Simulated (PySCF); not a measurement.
Stepwise substitution at one centre (B F-CH3). Gas-phase values, no solvent. Strings in code marks are SMILES.

The vertical ionisation energy (Delta-SCF) from two functionals at the same geometries (PBE0-D3(BJ)/def2-TZVP), both in PySCF: PBE-D3(BJ)/def2-TZVP and TPSSh-D3(BJ)/def2-TZVP. Delta-SCF ions had no search for a lower state. 

| species | PBE-D3(BJ)/def2-TZVP (eV) |
|---|---|
| 0 of 3 F replaced by CH3 (`FB(F)F`) | 14.42 |
| 1 of 3 F replaced by CH3 (`CB(F)F`) | 12.43 |
| 2 of 3 F replaced by CH3 (`CB(C)F`) | 10.63 |

Question: What does TPSSh-D3(BJ)/def2-TZVP give for each?

Answer: 
- 0 of 3 F replaced by CH3 (`FB(F)F`): 14.78
- 1 of 3 F replaced by CH3 (`CB(F)F`): 12.63
- 2 of 3 F replaced by CH3 (`CB(C)F`): 10.78
Over these rows, drawn at random from the members with no instability flagged (it was tested for open shells, ions and some series alone), PBE minus TPSSh-D3(BJ): mean -0.24 eV, from -0.36 eV to -0.16 eV.
